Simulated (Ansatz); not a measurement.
Calculated with Ansatz (gas phase, PBE0-D4/def2-TZVP geometries, no zero-point term in ΔE). CCSD(T)/CBS adds triple-zeta CCSD(T) − MP2 to the extrapolated MP2 energy (def2 sets, frozen cores). Each species was taken in one conformer, which may not be the lowest.

`CC(C)(C)C=O` → `C=COCCC`  (isomerisation)

```
      species  CCSD(T)/CBS(def2) energy (Eh)
`CC(C)(C)C=O`                     -271.45682
    `C=COCCC`                     -271.42633
```

Q: Work out ΔE.

A: ΔE = (-271.42633) − (-271.45682) = 0.03049 Eh = +19.1 kcal/mol.

Largest T1 diagnostic among the species: 0.012.

The D4 term adds +1.9 kcal/mol with B3LYP and +1.0 kcal/mol with PBE0; it sums over pairs of atoms, weighted by their polarisabilities, and B3LYP, whose exchange is more repulsive, gets the larger term. In def2-TZVPP, CCSD(T) changes the Hartree–Fock value by +3.2 kcal/mol (the triples alone add +0.4 kcal/mol) and MP2 by +5.2 kcal/mol.

B3LYP here is the variant with VWN-RPA as its local correlation; programs differ in this.
